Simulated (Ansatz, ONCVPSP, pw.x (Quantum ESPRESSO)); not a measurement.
# B (Z = 5): does the ONCV potential hold in the solid?

```
Element                 : boron
Generator               : ONCVPSP 4.0.1.1 (patched build)
Type                    : optimised norm-conserving Vanderbilt (ONCV)
Functional              : LDA (Perdew-Wang 92)
Relativity              : scalar-relativistic
Frozen core             : [He]
Valence charge          : 3
Reference configuration : 2s2 2p1
Partial waves           : 2s: rc 1.30 bohr, ncon 4, nbas 8, qcut 5.3 1/bohr, 2 projectors, debl 1.8 Ha; 2p: rc 3.25 bohr, ncon 5, nbas 8, qcut 4.9 1/bohr, 2 projectors, debl 1.7 Ha; d scattering state at 0.07 Ha: rc 3.35 bohr, ncon 4, nbas 9, qcut 3.4 1/bohr, 2 projectors, debl 1 Ha
Local potential         : polynomial inside 1.30 bohr (lpopt 5, dvloc0 2 Ha)
Core correction         : Teter function fitted to the true core (icmod 2), fcfact 0.55
```

Atomic tests: cutoffs needed: 12 Ha and 24 Ha (the cutoffs (Ha) at which the residual kinetic energy of the hardest occupied pseudo-wave falls to 1 and 0.1 mHa per electron); ghost test: no bound ghost flagged; no localised positive-energy state flagged; largest excitation error: +242 meV (all-electron minus pseudo) for 2s1 2p0, out of 4 test configurations.

Crystal test: diamond B in pw.x 7.5, no spin, 11³ k-points, Fermi–Dirac smearing 0.01 Ry, cutoffs 60/240 Ry. The reference is all-electron LAPW (Ansatz 0.2.0) with the same functional, mesh and smearing; V0 and B0 come from Birch–Murnaghan fits to the pressures at five volumes. Errors are pseudo minus all-electron; Δ is the rms difference of the E(V) curves that follow from these fits, minima aligned, over ±6 % about the mean V0. Mesh and smearing are coarse, so the numbers serve the comparison and aren't converged zero-temperature values; the lattice is a test structure that the element need not adopt.

All-electron: a0 = 4.003 Å (V0 = 8.02 Å³/atom), B0 = 189.6 GPa.

**Question.** How far does the potential miss the all-electron equation of state?

**Answer.** mean pressure error (GPa): -31.47. The pressure does not cross zero within the volumes sampled, so no fit is given. The largest radius (3.35 bohr) exceeds half the bond length (1.64 bohr), so the spheres overlap, which is one possible source of error among others. This is a poor potential for the solid.

```tsv
V (Å³/atom)	P all-electron (GPa)	P pseudo (GPa)
7.621	10.51	-25.90
7.821	4.90	-28.85
8.022	-0.11	-31.39
8.223	-4.58	-33.59
8.423	-8.58	-35.47
```

**Question.** At the middle volume, how do free energy and pressure move when the wave cutoff is lowered (ecutrho kept at four times it)?

**Answer.**

```json
{"cutoff (Ry)": "27", "shift of F (meV/atom)": "+10.7", "shift of P (GPa)": "-1.08"}
{"cutoff (Ry)": "36", "shift of F (meV/atom)": "+2.5", "shift of P (GPa)": "+0.05"}
{"cutoff (Ry)": "48", "shift of F (meV/atom)": "+1.4", "shift of P (GPa)": "-0.05"}
```

The run at the middle volume (56 k-points, 6 iterations) took about 8.7 s on one core of a shared host (Neoverse-N1, 64 threads, 124 GiB, load 52).
